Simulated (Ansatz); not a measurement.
# Zinc-blende AlN (metastable phase): TA phonon frequency at L by level of theory

No measured value is used here.

```csv
level (code),value (cm⁻¹),cell (Å³/atom)
LDA (Ansatz),[?],10.24
PBE (Ansatz),225,10.67
PBE-D3(BJ) (Ansatz),224,10.45
r²SCAN+rVV10 (Ansatz),236,10.39
PBE0 (Ansatz),235,10.39
```

Problem. Complete the blanks.

Solution. 
- LDA (Ansatz, a quantum-chemistry and plane-wave program), value (cm⁻¹): 227

PBE-D3(BJ): the dispersion coefficients are held fixed in the derivatives. Each level is taken at its own relaxed cell. Cutoffs and k meshes differ between the levels. Ansatz's density-functional and Hartree–Fock values are scalar-relativistic unless marked +SOC, with PAW data made under PBE.
